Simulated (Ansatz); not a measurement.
# UCCSDTQ/STO-3G run of SiH2Cl (chlorosilyl radical)

Aim: the energy change on altering one bond length of SiH2Cl (chlorosilyl radical) at UCCSDTQ/STO-3G, from 2 runs. 

The calculation is run with Ansatz 0.2.0.

52 further runs of the same task are left out: 52 set aside as unsound or not needed.

### Step 1. The system as given

SiH2Cl: 4 atoms, total charge 0, spin state doublet. As SMILES, `[SiH2]Cl`. The coordinates come from a GFN2-xTB relaxation.

Bond lengths: Si1–Cl2 2.022 Å, Si1–H3 1.451 Å, Si1–H4 1.451 Å. Angles: Cl2–Si1–H3 110.3°, Cl2–Si1–H4 110.2°, H3–Si1–H4 114.9°.

### Step 2. A single-point energy at UCCSDTQ/STO-3G

Contents of run.yaml:

```yaml
crystal:
  periodic: [false, false, false]
  atoms:
    - {symbol: Si, position_ang: [-0.283580, 0.237700, 0.131590]}
    - {symbol: Cl, position_ang: [1.597690, -0.059610, 0.811090]}
    - {symbol: H, position_ang: [-1.065000, -0.978280, 0.263310]}
    - {symbol: H, position_ang: [-0.249110, 0.800200, -1.205980]}
basis:
  gaussian: {orbitals: STO-3G}
magnetization: {spin_polarized: true, initial_magnetization: 1}
correlation: {method: ccsdtq, frozen_orbitals: {Cl: 5, H: 0, Si: 5}}
accuracy: high
scf: {omitted_lower_state_checks: [cluster_reference, increment]}
```

Launch:

```
$ ansatz run run.yaml --threads 1 --pin off --max-ram 2610MiB --events-out events.jsonl --progress --plain --runs-dir runs
```

Output (excerpt; [...] marks lines left out):

```text
Warning: RAYON_NUM_THREADS=1 ignored (pool sized by the plan → 1); use --threads N
Functional definition: HF
  name "HF"
[...]
341 factors; integrals over basis functions are off by at most 3.1e-9 eV
[...]
mean field -20172.90308325 eV, -741.3405146245 hartree, gradient 7.0e-8 eV, S^2 0.751516; 0 other end points of the search recorded, 0 dependent functions left out
10 core orbitals not correlated: weight in the atoms' cores, before any rotation towards them, 1.000 or more for the frozen orbitals, at most 0.000 for the correlated occupied ones
reference -20172.90308325 eV, -741.3405146245 hartree; 7, 6 occupied and 3, 4 virtual orbitals, 341 factors
second order -0.89330596 eV of doubles, -0.00000000 eV of singles
cycle   1  -1.15436613 eV  change   -2.6e-1 eV  update   4.8e-2
[...]
cycle  22  -1.33411685 eV  change   4.4e-11 eV  update   1.4e-9
Total energy: -20174.23720010 eV, -741.3895425145 hartree
Checks for a lower state left out: cluster_reference, increment
```

Run time: 35 s. Hardware: 1 thread of AMD EPYC 7R43 (Zen 3), shared host; peak memory 0.25 GiB.

### Step 3. The distorted shape at the same level

Contents of run.yaml:

```yaml
crystal:
  periodic: [false, false, false]
  atoms:
    - symbol: Si
      position_ang: [-0.292197, 0.097077, 0.465979]
    - symbol: Cl
      position_ang: [1.589073, -0.200233, 1.145479]
    - symbol: H
      position_ang: [-1.073617, -1.118903, 0.597699]
    - symbol: H
      position_ang: [-0.249110, 0.800200, -1.205980]
basis:
  gaussian:
    orbitals: STO-3G
magnetization:
  spin_polarized: true
  initial_magnetization: 1
correlation:
  method: ccsdtq
  frozen_orbitals: {Cl: 5, H: 0, Si: 5}
accuracy: high
scf:
  omitted_lower_state_checks: [cluster_reference, increment]
```

Launch:

```
$ ansatz run run.yaml --threads 1 --pin off --max-ram 2610MiB --events-out events.jsonl --progress --plain --runs-dir runs
```

Output (excerpt; [...] marks lines left out):

```text
Warning: RAYON_NUM_THREADS=1 ignored (pool sized by the plan → 1); use --threads N
[... 2 set-up lines as earlier in the session ...]
[...]
341 factors; integrals over basis functions are off by at most 3.6e-9 eV
[...]
mean field -20171.51378927 eV, -741.2894590126 hartree, gradient 1.9e-8 eV, S^2 0.754870; 0 other end points of the search recorded, 0 dependent functions left out
10 core orbitals not correlated: weight in the atoms' cores, before any rotation towards them, 1.000 or more for the frozen orbitals, at most 0.000 for the correlated occupied ones
reference -20171.51378927 eV, -741.2894590126 hartree; 7, 6 occupied and 3, 4 virtual orbitals, 341 factors
second order -1.09960945 eV of doubles, -0.00000000 eV of singles
cycle   1  -1.45305102 eV  change   -3.5e-1 eV  update   6.3e-2
[...]
cycle  27  -1.73563827 eV  change  -2.5e-10 eV  update  7.2e-10
Total energy: -20173.24942754 eV, -741.3532425425 hartree
Checks for a lower state left out: cluster_reference, increment
```

Wall time 35 s (1 thread of AMD EPYC 7R43 (Zen 3), shared host); peak memory 0.25 GiB.

### Step 4. Outcome

Level: UCCSDTQ/STO-3G, 10 core orbitals frozen.

| quantity | value |
| --- | --- |
| first shape: total energy | -741.38954 Eh |
| first shape: correlation energy (10 core orbitals frozen) | -49.0 mEh |
| first shape: ⟨S²⟩ of the reference determinant | 0.752 |
| first shape: T1 diagnostic | 0.006 |
| distorted shape: total energy | -741.35324 Eh |
| distorted shape: correlation energy (10 core orbitals frozen) | -63.8 mEh |
| distorted shape: ⟨S²⟩ of the reference determinant | 0.755 |
| distorted shape: T1 diagnostic | 0.010 |
| energy change with the Si1–H4 bond stretched from 1.451 to 1.814 Å | 0.988 eV |

In words: With the Si1–H4 bond stretched from 1.451 to 1.814 Å the energy rises by 0.99 eV (22.8 kcal/mol). The first shape isn't relaxed at this level, so the change isn't measured from a minimum. The minimal basis adds a large error of its own.
